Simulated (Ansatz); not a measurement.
Mulliken charges of CH₅NO₂ (`NC(O)O`) from PBE/def2-TZVPP in Ansatz (PBE0-D4/def2-TZVP geometry).

```json
{"atom": "N1", "x (Å)": "-0.390", "y (Å)": "0.998", "z (Å)": "-0.462", "charge (e)": "-0.336"}
{"atom": "C2", "x (Å)": "0.291", "y (Å)": "-0.142", "z (Å)": "0.073", "charge (e)": "0.175"}
{"atom": "O3", "x (Å)": "-0.177", "y (Å)": "-1.228", "z (Å)": "-0.672", "charge (e)": "-0.287"}
{"atom": "O4", "x (Å)": "0.020", "y (Å)": "-0.264", "z (Å)": "1.431", "charge (e)": "-0.299"}
{"atom": "H5", "x (Å)": "-0.387", "y (Å)": "0.973", "z (Å)": "-1.472", "charge (e)": "0.155"}
{"atom": "H6", "x (Å)": "0.044", "y (Å)": "1.854", "z (Å)": "-0.146", "charge (e)": "0.151"}
{"atom": "H7", "x (Å)": "1.390", "y (Å)": "-0.093", "z (Å)": "0.019", "charge (e)": "0.067"}
{"atom": "H8", "x (Å)": "0.231", "y (Å)": "-2.019", "z (Å)": "-0.309", "charge (e)": "0.189"}
{"atom": "H9", "x (Å)": "-0.932", "y (Å)": "-0.124", "z (Å)": "1.521", "charge (e)": "0.185"}
```

Q: By hand: the dipole of these point charges (1 e Å = 4.8032 D).

A: Σ q r = (0.138, 0.091, -0.093) e Å, of length 0.190 e Å = 0.91 D.

Q: How does the dipole of the full density compare? (Estimate.)

A: The calculation gave: (0.175, 0.094, -0.113) e Å, 1.10 D; the point charges give 0.83 times that, at 4° from its direction.

Point charges leave out the atoms' own dipoles, such as those of lone pairs, and Mulliken's split depends on the basis, so the two needn't agree.
